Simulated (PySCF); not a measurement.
# One reagent, a row of partners

Four-centre ligand exchange: CH₆Si ([CH3][SiH3]) meets different reagents, and the same bond of it breaks. Each row is one chosen step, not always the lowest open to these reactants.

Gas-phase electronic energies, without zero-point energy, by CCSD(T) at an estimated basis limit (MP2 extrapolated from triple and quadruple zeta, plus CCSD(T) − MP2 in triple zeta); PySCF 2.14 with density fitting (its default auxiliary sets; JK sets also for MP2 and CCSD(T)), def2-TZVPP and QZVPP, frozen cores, on PBE0-D4/def2-TZVP structures. Extrapolation: Hartree–Fock as exp(−7.88 √X), correlation as X^−2.97. All energies, in kJ/mol, count from the separated reactants, without counterpoise correction; the start and end structures are the complexes reached by relaxing down from the saddle, and deeper ones may exist. Brackets give SMILES, or, where every atom is bracketed, only which atoms are joined. Steps whose reference was doubtful or whose search ended elsewhere are left out.

| reactants | products | broken | formed | start structure | saddle | end structure | saddle by PBE-D4/TZ |
| --- | --- | --- | --- | --- | --- | --- | --- |
| CH₆Si ([CH3][SiH3]) + H₂O | SiH₄O ([OH][SiH3]) + CH₄ | C–Si, H–O | C–H, O–Si | -7.1 | 201.4 | -92.4 | 162.7 |
| CH₆Si ([CH3][SiH3]) + H₂S | SiH₄S ([SiH3][SH]) + CH₄ | C–Si, H–S | C–H, S–Si | -7.6 | 228.9 | -65.8 | 186.2 |
| CH₆Si ([CH3][SiH3]) + NH₃ | SiNH₅ ([NH2][SiH3]) + CH₄ | C–Si, H–N | C–H, N–Si | -9.8 | ? | -51.7 | 182.8 |

(1) What is the height of the saddle for CH₆Si ([CH3][SiH3]) + NH₃? (To be estimated.)

(2) How do the PBE-D4 saddles lie against the coupled-cluster estimate?

No T1 diagnostic of these runs exceeds 0.012.

For scale, one of the runs: CCSD(T)/def2-TZVPP, 230 basis functions, launched by `OMP_NUM_THREADS=4 python run.py`. Time: 11 min of wall clock on 4 CPU threads of an Arm Neoverse V2; the host was shared. Peak host memory: 3.5 GiB.

Results:

(1) By the calculation: 218.4 kJ/mol relative to the separated reactants, between the members at 201.4 and 228.9; above its start structure the barrier is 218.4 − (-9.8) ≈ 228.1 kJ/mol.

(2) All lower, by 35.6 to 42.6 kJ/mol.
